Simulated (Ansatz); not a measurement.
The same path of H2S + H6Si2 (11 atoms, charge 0, multiplicity 1) was run 3 times with different band settings. Lost on the way: Si1–H2, S9–H11. Made: Si1–S9, H2–H11.

The calculation used RKS PBE0-D4/6-31G* in Ansatz.

Relaxed end points:

```xyz
11
Properties=species:S:1:pos:R:3
Si 0.302 0.039 -0.207
H 0.487 0.023 1.273
H 1.657 0.002 -0.831
Si -0.881 1.940 -0.903
H -2.159 1.563 -1.567
H -1.177 2.838 0.248
H -0.064 2.710 -1.888
H -0.406 -1.214 -0.598
S -3.011 0.058 1.395
H -3.083 -1.119 0.748
H -2.226 -0.446 2.364
```

```xyz
11
Properties=species:S:1:pos:R:3
Si -0.614 -0.394 -0.587
H 0.121 1.034 2.949
H 0.666 -0.609 0.140
Si -1.028 1.879 -0.947
H -2.373 2.038 -1.573
H -1.013 2.616 0.346
H -0.007 2.466 -1.861
H -0.547 -1.123 -1.886
S -2.095 -1.267 0.715
H -3.166 -0.921 -0.027
H -0.504 0.676 2.763
```

Common settings: spring 5.0 eV/Å²; optimiser quadratic models (default); start path through a guess of the saddle point; force threshold 0.03 eV/Å; end points relaxed.

| run | movable images | climbing image | iteration limit |
| --- | --- | --- | --- |
| 1 | 7 | yes | 41 |
| 2 | 6 | no | 45 |
| 3 | 7 | yes | 6 |

Problem. What does each run give, and how far can it be trusted?

Solution. Run 1: converged after 19 iterations, highest image 2.236 eV above the first end. Beside the main top the profile has a ripple of under 15 meV (maxima at images 3, 6), which may be a very shallow well or noise. Neighbouring images differ by up to 1.9 eV, so the band resolves the path poorly. A vibrational analysis at the climbing image gives one clearly imaginary mode, 1210i cm⁻¹: a first-order saddle point.
Run 2: converged after 30 iterations, highest image 0.730 eV above the first end. The profile has 2 maxima (images 2, 5) with wells between them (image 4): this band takes more than one step, which may be the mechanism or a detour left from its start path. No image climbed, so the highest image needn't sit at the top of the path. A band with more images between the same ends climbed to 2.24 eV, so this one has probably stepped over the top.
Run 3: not converged after 6 iterations, highest image 2.398 eV above the first end. The band didn't meet its force threshold, so its energies are provisional: the largest band force was still 1.04 eV/Å, and over the last iterations the top moved between 2.20 and 2.57 eV.
The orbitals stay closed-shell, which can raise the energy where a bond breaks towards radicals; this wasn't checked here.
